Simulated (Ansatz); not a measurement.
Consider V in the bcc (W type) structure (space group Im-3m, No. 229; a = 2.9590 Å).

All numbers come from Ansatz (an electronic-structure program), PBEsol, PAW, cutoff 420 eV, no SOC, earlier PAW set.

It is then changed as follows: every V is replaced by Cr, then cell and atoms are relaxed.

Measured lattice parameter a: V 3.021 Å (static lattice; corrected from measurement; as listed in Daniel Mejia-Rodriguez, S. B. Trickey, Phys. Rev. B (2018)); Cr 2.877 Å (static lattice; corrected from measurement; as listed in H. Levämäki et al., Physical Review B (2014)).

Problem. How well does PBEsol reproduce the measured shift?

Solution. With PBEsol the lattice parameter a moves by -0.145 Å (2.959 → 2.814) against -0.144 Å measured.

No phonon test of stability was made. Starting moments died away, wholly or in part, for V → Cr and the base; another magnetic solution may exist. The final runs are not spin-polarised. Real Cr is antiferromagnetic at low temperature and ambient pressure, an order that this cell doesn't hold.
